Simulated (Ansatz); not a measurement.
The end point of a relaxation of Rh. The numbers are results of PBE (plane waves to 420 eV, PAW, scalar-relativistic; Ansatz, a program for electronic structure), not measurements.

```
CELL_PARAMETERS angstrom
      0.00000     1.91509     1.91509
      1.91509     0.00000     1.91509
      1.91509     1.91509     0.00000
ATOMIC_POSITIONS crystal
  Rh 0.00000 0.00000 0.00000
```

**Question.** Find the space group and the Wyckoff positions (tolerance 0.01 Å).

**Answer.** Space group Fm-3m (No. 225); a = 3.830 Å, b = 3.830 Å, c = 3.830 Å, α = 90.00°, β = 90.00°, γ = 90.00°

```tsv
atom	site	symmetry	x	y	z
Rh	4a	m-3m	0.0000	0.0000	0.0000
```

This is the fcc (Cu type).

**Question.** Give the shortest distances between elements (the closest pairs, up to four, under 3.6 Å).

**Answer.** Rh–Rh 2.71 Å.

| Item | Value |
|---|---|
| Volume per atom | 14.05 Å³ |
| Density | 12.16 g/cm³ |
| Band gap | no gap (metallic) |

No spin polarisation in the result.

Measured for Rh: a 3.794 Å (static lattice; corrected from measurement; as listed in Daniel Mejia-Rodriguez, S. B. Trickey, Phys. Rev. B (2018)). Computed minus measured — a: PBE +1.0 %. The computed values are for a static lattice.

The run could not lose the symmetry of its start.
